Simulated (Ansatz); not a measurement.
Basis-set series for C₄H₉ClO (`CCOCCCl`). Total charge 0; spin multiplicity 1. The geometry is a stationary point of PBE0-D4/def2-TZVP. It is one conformer, not always the lowest.

```csv
functional,basis,functions,energy (Eh),HOMO (eV),LUMO (eV)
PBE0-D4,def2-SVP,133,-692.52262,-7.49,1.19
PBE0-D4,def2-TZVPP,323,-692.94451,-7.63,0.72
ωB97M-V,def2-SVP,133,-692.79261,-9.85,3.15
ωB97M-V,def2-TZVPP,323,-693.22559,-10.00,2.47
```

Q: Give the rows for def2-QZVPP. (Estimate.)

A: Computed: 
```
functional       basis  functions  energy (Eh)  HOMO (eV)  LUMO (eV)
   PBE0-D4  def2-QZVPP        625   -692.97126      -7.67       0.40
   ωB97M-V  def2-QZVPP        625   -693.25167     -10.04       1.77
```

Positive LUMOs are unbound and depend on the basis.
